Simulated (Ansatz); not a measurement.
# CH₃+ (quintet): from Hartree-Fock to the top rungs, cc-pVTZ

An exercise on one series of results from a longer session: the logs are not shown, and one member is left open.

Program: Ansatz 0.2.0, Gaussian basis. Level of theory: cc-pVTZ, core rule «outside noble gas», up to 1 orbitals frozen. These are calculated values, not measurements.

Plan: UHF; CCSD(T) on ROHF; CCSD(T) on UHF; BCCD(T) on ROHF; CCSDT(Q) on ROHF; CCSDT(Q) on UHF; CASSCF and MRCISD+Q, 6 electrons in 7 orbitals; CASSCF and NEVPT2, 6 electrons in 7 orbitals.

15 further runs of the same task are left out: 4 that didn't finish, 11 set aside as unsound or not needed.

## What is computed

The geometry is a PBE0/def2-TZVP stationary point (not a proven minimum) of the parent state, kept for this charge and spin.

4 atoms, charge 1, spin multiplicity 5.

Atoms are counted from 1 here; the program's logs count them from 0.

Bond lengths: C1–H2 1.170 Å, C1–H3 1.083 Å, C1–H4 1.170 Å. Angles: H2–C1–H3 144.3°, H2–C1–H4 71.5°, H3–C1–H4 144.3°.

As a file:

```xyz
4

C     0.00000    0.00000    0.05478
H     0.00000    0.68346   -0.89525
H     0.00000    0.00000    1.13770
H     0.00000   -0.68346   -0.89525
```

The first run:

in.yaml reads:

```yaml
crystal:
  periodic: [false, false, false]
  atoms:
    - {symbol: C, position_ang: [0.000000, 0.000000, 0.054784]}
    - {symbol: H, position_ang: [0.000000, 0.683459, -0.895251]}
    - {symbol: H, position_ang: [0.000000, 0.000000, 1.137696]}
    - {symbol: H, position_ang: [0.000000, -0.683459, -0.895251]}
basis:
  gaussian: {orbitals: cc-pVTZ}
total_charge: 1
magnetization: {spin_polarized: true, initial_magnetization: 4}
hamiltonian: {xc: hf}
output: {orbitals: {seedname: orbitals}}
```

Run with:

```
> ansatz run in.yaml --threads 1 --pin off --events-out ev --progress --plain --max-ram 2393MiB
```

Steps of the session up to this table: UHF; CCSD(T) on ROHF; CCSD(T) on UHF; BCCD(T) on ROHF; CCSDT(Q) on ROHF; CCSDT(Q) on UHF; CASSCF and MRCISD+Q, 6 electrons in 7 orbitals; CASSCF and NEVPT2, 6 electrons in 7 orbitals.

One of the session's tables, all rows but one given; the rest of the session is left out.

It belongs to the step «Misses and costs». 

| method | from UCCSDT(Q) (meV) |
| --- | --- |
| ROHF | +3710.3 |
| UHF | +3646.9 |
| RMP2 | ? |
| UMP2 | +835.3 |
| RCCSD | +187.5 |
| UCCSD | +185.8 |
| RCCSD(T) | +38.8 |
| UCCSD(T) | +38.1 |
| BCCD(T) | +32.8 |
| RCCSDT | +6.6 |
| UCCSDT | +5.7 |
| RCCSDT(Q) | +1.0 |
| UCCSDT(Q) | 0 |
| CASSCF valence | +2532.2 |
| NEVPT2 valence | +486.6 |
| MRCISD valence | +125.0 |
| MRCISD+Q valence | +38.9 |

Q: Estimate the row for RMP2 from the others.

**Answer.** from UCCSDT(Q) (meV): +808.8. In the column «from UCCSDT(Q) (meV)» it lies between NEVPT2 valence (+486.6) and UMP2 (+835.3).

Limits of these values: Restricted and unrestricted rows rest on different reference determinants; where their highest levels disagree by more than a few hundredths of an eV, they describe different states and don't form one ladder.
